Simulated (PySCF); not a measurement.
B(Cl)3 anion (BCl3), SMILES ClB(Cl)Cl (connectivity only; charge and spin as stated), charge -1, multiplicity 2.

The structure is a stationary point at B3LYP-D3(BJ)/def2-SVPD. The multiplicity is an assumed one; other spin states were not compared. The isomer is the one that the SMILES or the coordinates give; other isomers of the formula were not compared.

The numbers are results of PBE/def2-TZVPD in PySCF, not measurements.

Gas-phase values at a fixed geometry. A positive occupied level means that this level leaves the electron formally unbound; only the finite basis holds it.

Computed frontier levels, dipole moment and polarisability:
| Property | Value |
|---|---|
| α spin, highest occupied and lowest empty level | 1.10 and 3.03 eV |
| β spin, highest occupied and lowest empty level | -2.22 and 2.72 eV |
| dipole moment about the centre of nuclear charge | 0.53 D |
| mean static polarisability | 94.9 bohr³ (14.06 Å³) |
| polarisability, principal values | 84.7, 99.9, 99.9 bohr³ |
| ⟨S²⟩ | 0.753 (pure state 0.75) |
